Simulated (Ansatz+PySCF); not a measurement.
doublet PH₃(+): levels of theory in one basis

```xyz
4

P     0.2797    0.0000    0.0000
H    -0.0932    0.0095    1.3317
H    -0.0932   -1.1581   -0.6576
H    -0.0932    1.1485   -0.6741
```

Basis set: cc-pVTZ on H; cc-pV(T+d)Z on P (spherical functions). Correlated methods keep 5 orbitals frozen. Correlation on ROHF uses semicanonical orbitals with singles. Charge 1, multiplicity 2.

Computed with Ansatz (development build ahead of 0.2.0); each method stands on the lowest determinant of its kind that the runs found.

| method | E − E(ROHF) (eV) | <S²> of the determinant |
| --- | --- | --- |
| ROHF | 0.00 | 0.75 |
| UHF | -0.08 | 0.76 |
| ROHF-MP2 | -3.60 | – |
| UHF-MP2 | -3.60 | 0.76 |
| ROHF-CCSD(T) | -4.44 | – |
| UHF-CCSD(T) | -4.44 | 0.76 |

(1) What does UHF-CCSD give on the same scale?

(2) Is a single determinant a sound starting point here?

Results:

(1) -4.33 eV.

(2) By this sign, yes. Unrestricted orbitals gain 0.08 eV and <S²> is 0.76 against 0.75 for a pure state.
